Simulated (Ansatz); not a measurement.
Elastic constant C11 of some elemental metals

Method: PBE in Ansatz (plane waves, PAW). References are measured values at low temperature. The table is a random draw of 14 from 19 solids with such references.

Values in GPa.

```json
[
 {"solid": "hcp Be", "reference": "299¶", "PBE": "321", "error (%)": "+7.4"},
 {"solid": "fcc Pt", "reference": "358", "PBE": "306", "error (%)": "-14.5"},
 {"solid": "fcc Ag", "reference": "131", "PBE": "111", "error (%)": "-15.3"},
 {"solid": "hcp Os", "reference": "763¶", "PBE": "731", "error (%)": "-4.2"},
 {"solid": "fcc Ni", "reference": "261", "PBE": "283", "error (%)": "+8.4"},
 {"solid": "hcp Zr", "reference": "155", "PBE": "143", "error (%)": "-7.7"},
 {"solid": "fcc Au", "reference": "202¶", "PBE": "157", "error (%)": "-22"},
 {"solid": "bcc Ta", "reference": "266¶", "PBE": "262", "error (%)": "-1.5"},
 {"solid": "hcp Zn", "reference": "177¶", "PBE": "177", "error (%)": "0.0"},
 {"solid": "bcc W", "reference": "533¶", "PBE": "515", "error (%)": "-3.4"},
 {"solid": "fcc Pd", "reference": "234¶", "PBE": "199", "error (%)": "-15.0"},
 {"solid": "hcp Ti", "reference": "176", "PBE": "176", "error (%)": "0.0"},
 {"solid": "antiferromagnetic bcc Cr", "reference": "394", "PBE": "432", "error (%)": "+9.6"},
 {"solid": "bcc Fe", "reference": "243", "PBE": "275", "error (%)": "+13.2"}
]
```

Over these 14 solids the mean error is -3.2 %, the mean absolute error 8.7 % (median 8.1 %), and the worst case fcc Au at -22 %; the value is too low in 8 of 14 cases. Over all 19, from unrounded values, the mean error is -3.4 % and the mean absolute error 7.6 % (median 7.6 %). Caveats on values not shown: shear constants of such metals converge slowly with the k mesh (1).

All these references are low-temperature values that still hold zero-point motion.

Spin–orbit coupling is left out, also for the solids with elements from indium on (fcc Pt, hcp Os, fcc Au, bcc Ta, bcc W); its size isn't shown.

¶ marks references of a special kind: hcp Be, 299 ± 0.6 GPa (measured, 0 K, extrapolated to 0 K; as tabulated in Elastic Constants of Single Crystal Beryllium, J. Appl. Phys., doi …); hcp Os, 763 GPa (measured, 0 K, extrapolated to 0 K (read from the set's bulk modulus against, 405 at 300 K); as tabulated in Liu et al. (2023), arXiv:2002.00005); fcc Au, 202 GPa (measured, 0 K, extrapolated to 0 K; zero-point effects included; as tabulated in Malica and Corso (2021), arXiv:2109.00459); bcc Ta, 266 GPa (measured, 0 K, extrapolated to 0 K; zero-point effects included; as tabulated in Wang et al. (2022), arXiv:2209.12322); hcp Zn, 177 GPa (measured, 0 K, extrapolated to 0 K; zero-point effects included; as tabulated in Galib et al. (2023), arXiv:2209.08184); bcc W, 533 GPa (measured, 0 K, extrapolated to 0 K; zero-point effects included; as tabulated in Wang et al. (2022), arXiv:2209.12322); fcc Pd, 234 GPa (measured, 0 K, extrapolated to 0 K; zero-point effects included; as tabulated in Malica and Corso (2021), arXiv:2109.00459).

Differences are worked out from the printed values.

Each level is taken at its own relaxed cell. Caveats: shear constants of such metals converge slowly with the k mesh (bcc Ta, bcc W, antiferromagnetic bcc Cr); the commensurate order stands in for chromium's spin-density wave, and the size of the moments varies much between levels (antiferromagnetic bcc Cr). Ansatz's density-functional and Hartree–Fock values are scalar-relativistic unless marked +SOC, with PAW data made under PBE.

Ansatz's runs of these crystals have no spin polarisation, but for fcc Ni, antiferromagnetic bcc Cr, bcc Fe.

Density-functional runs with spin start from parallel moments for fcc Ni, opposed moments for antiferromagnetic bcc Cr, parallel moments for bcc Fe.

Not in this set, of the elemental metals with a reference value in our tables and a result at some level: 15 for a reference at room or unstated temperature; 2 for a doubt noted on the run at PBE. These can be a level's best or worst cases. Solids without a released value at any level aren't counted. L1₀ solids are left out, as their cells have other axes than the references. Layered and molecular crystals are counted apart. The metals Ce to Yb are counted apart.

References as tabulated in Li et al. (2021), arXiv:2102.01972; Malica and Corso (2021), arXiv:2109.00459; Wang et al. (2022), arXiv:2209.12322; Elastic Constants of Single Crystal Beryllium, J. Appl. Phys., doi … and others.

Ansatz is an electronic-structure program.
